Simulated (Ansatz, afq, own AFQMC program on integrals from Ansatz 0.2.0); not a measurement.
AFQMC on a folder of integrals that Ansatz 0.2.0 wrote.

```yaml
crystal:
  periodic: [false, false, false]
  atoms:
    - {symbol: N, position_ang: [0.000000, 0.000000, 0.000000]}
basis:
  gaussian: {orbitals: cc-pVTZ}
magnetization: {spin_polarized: true, initial_magnetization: 5}
correlation: {method: ccsd_t, electrons: outside_noble_gas, hamiltonian_folder: ham}
```

```sh
$ ansatz run in.yaml --threads 1 --pin off --events-out ev --progress --plain --max-ram 24576MiB --backend cuda --devices 0, --max-vram 18GiB
```

Options of the walk:

```
--method phaseless --trial cisd --walkers 4000 --populations 20 --least-time 60 --time-step 0.005 --steps-per-block 50 --equilibration-blocks 28 --max-blocks 4000 --target-error 0.00014 --factor-cut 1e-05 --start spin_pure --seed 2952 --release-times 0.24,0.51,0.99,1.62,2.4 --release-step 0.03 --release-every 3 --taylor-order 6
```

Times are imaginary, in 1/Eh. The walk had a cap of 122 s. With eight or more populations the least sampling time is a fifth of least-time, and the error comes from their spread.

```
orbitals 29  electrons 5 0  factors 180 of 181
reference energy -53.55051812 Eh
CCSD correlation -0.03884667 Eh in 6 cycles, weight of the determinant in the CISD state 0.9902
energy of the start -53.589363 Eh
 block  time / (1/Eh)  mean weight  energy / Eh
     1     0.250  1.0000  -53.589439
     2     0.500  1.0000  -53.589530
     3     0.750  1.0000  -53.589580
     4     1.000  1.0002  -53.589597
     5     1.250  0.9997  -53.589635
    12     3.000  0.9998  -53.589641
    19     4.750  1.0000  -53.589650
    26     6.500  1.0001  -53.589605
    32     8.000  0.9999  -53.589667
    33     8.250  0.9996  -53.589639
    40    10.000  0.9999  -53.589642
    47    11.750  1.0003  -53.589597
    54    13.500  1.0001  -53.589617
    61    15.250  1.0000  -53.589656
    68    17.000  1.0001  -53.589642
    75    18.750  1.0000  -53.589592
    77    19.250  0.9999  -53.589553
    78    19.500  1.0004  -53.589624
error from the spread of 20 populations
released: time / (1/Eh)  energy / Eh  error  mean overlap
  0.24  -53.589621  0.000004  0.9983
  0.51  -53.589631  0.000004  0.9965
  0.99  -53.589637  0.000004  0.9934
  1.62  -53.589650  0.000015  0.9912
  2.40  -53.589600  0.000036  0.9908
energy -53.589611 +/- 0.000005 Eh
(rows thinned)
```

(1) Estimate how long the walk took on 1 × NVIDIA H100 80GB HBM3 with 2 threads of AMD EPYC 7R13 Processor (Zen 3) (shared host) (the card was shared).

The run passed its tests (sampling time, drift between the halves within three errors, error under three times the target), which doesn't prove that it has relaxed.

Against this walk (error 0.1 meV) on the same determinant: CCSD(T) 0.4 meV higher, CCSDT(Q) 0.7 meV lower, CCSDTQ 0.7 meV lower, full CI 0.8 meV lower. The error is statistical and leaves out the bias of the constraint. Released to 2.40 1/Eh the energy moves by 0.3 ± 1.0 meV (both errors), within twice the noise.

Cautions: constraint bias not in the error; another spin lies lower (by 25.18 eV); in this basis the state lies above a state of the ion, a sign that the basis lacks the diffuse functions it needs, so its energy is an artefact of the basis.

Results:

(1) 18 s of wall time.

CCSDT and higher add their correlation energy to the determinant of the CCSD(T) run, since their own runs factorise the integrals more tightly (a shift of under 2 meV). A walk keeps the symmetry of its determinant, which the program's search chose and which needn't be the lowest solution, so a lower state of the same spin and another symmetry isn't excluded.
